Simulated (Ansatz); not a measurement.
Pulling the pair apart

The pair of NH$_{3}$ (SMILES N, atoms 1–4) and SO$_{2}$ (SMILES O=S=O, atoms 5–7), both closed shells, in one local arrangement (a lower one may exist), relaxed at PBE0-D4/def2-TZVP:

```xyz
7
angstrom
N -0.0837 0.0921 -0.9885
H -0.9958 0.0768 -1.4270
H 0.1899 1.0572 -0.8463
H 0.5886 -0.3460 -1.6053
O -1.0124 0.2277 1.8620
S -0.0351 -0.7204 1.4002
O 1.3485 -0.3875 1.6048
```

SO$_{2}$ is shifted rigidly along the line between the mean atom positions of the two fragments (negative: closer). Counterpoise interaction energies in kcal/mol. Ansatz 0.2.0; basis: def2-TZVPPD; cores frozen in the correlated methods. B3LYP uses VWN-RPA correlation.

| shift (Å) | wB97M-V | B3LYP-D4 | MP2 |
| --- | --- | --- | --- |
| -0.25 | -4.84 | -5.32 | -1.19 |
| -0.13 | -6.00 | -6.72 | -2.95 |
| 0.00 | -6.58 | -7.39 | -4.04 |
| 0.13 | -6.74 | -7.55 | -4.63 |
| 0.30 | -6.50 | -7.22 | -4.89 |
| 0.63 | -5.37 | -5.85 | -4.42 |
| 1.26 | -3.07 | -3.21 | -2.73 |
| 2.52 | -0.99 | -0.97 | -0.90 |

What does CCSD(T) give at these shifts? (To be estimated.)

Computed: -1.10, -2.85, -3.96, -4.59, -4.90, -4.49, -2.80, -0.93 kcal/mol. For zero shift, CCSD(T) at an estimated basis limit (MP2 extrapolated from triple and quadruple zeta, plus CCSD(T) − MP2 in triple zeta) gives -5.22 kcal/mol. These are counterpoise interaction energies, counted from the two frozen fragments.

The T1 diagnostic stays at or below 0.019. The restricted Hartree–Fock reference is unstable towards an unrestricted one here.

For scale, one of the runs: CCSD(T)/def2-TZVPPD, 219 basis functions, launched by `ansatz run in.yaml --threads 4 --pin off --events-out ev --progress --plain --max-ram 9574MiB`. The run took 86 s on 4 CPU threads of an Arm Neoverse V1 (shared host), with 3.4 GiB of host memory at its peak.
